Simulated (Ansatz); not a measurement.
This Ansatz (a program for electronic structure) input (MP2/cc-pwCVQZ) gives -40.42712 Eh with 204 basis functions. A basis named .json is the Basis Set Exchange file of that set (core-valence sets with the plain set on hydrogen).

Ansatz 0.2 input:
```yaml
crystal:
  periodic: [false, false, false]
  atoms:
    - {symbol: C, position_ang: [-0.00000000, 0.00000000, -0.00000000]}
    - {symbol: H, position_ang: [0.62054657, 0.62688914, 0.63896175]}
    - {symbol: H, position_ang: [-0.64285838, -0.62489528, 0.61852983]}
    - {symbol: H, position_ang: [0.63693263, -0.63278043, -0.61664082]}
    - {symbol: H, position_ang: [-0.61462083, 0.63078657, -0.64085076]}
basis:
  gaussian:
    orbitals: cc-pwCVQZ.json
magnetization: {spin_polarized: false}
correlation: {method: mp2, electrons: outside_noble_gas}
```

Change:
```diff
- correlation: {method: mp2, electrons: outside_noble_gas}
+ correlation: {method: mp2, frozen_orbitals: {C: 0, H: 0}}
```

Question: What does the run give now?

Answer: -40.47886 Eh (MP2/cc-pwCVQZ, 204 functions), a change of -51.74 mEh.
